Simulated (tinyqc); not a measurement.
Worked calculation: UHF in the sto-3g basis, for LiH+, spin multiplicity 2. One step of it, computed by the program tinyqc.

Problem. Iteration 2: DIIS coefficients. Solve [B -1; -1 0][c; lambda] = [0; -1] for the coefficients, which sum to one.

B (overlaps of the stored error matrices):
```
               1              2
1  4.2827452e-02  3.0086324e-02
2  3.0086324e-02  2.2363975e-02
```

Give: DIIS coefficients.

Solution.

DIIS coefficients: -1.539  2.539
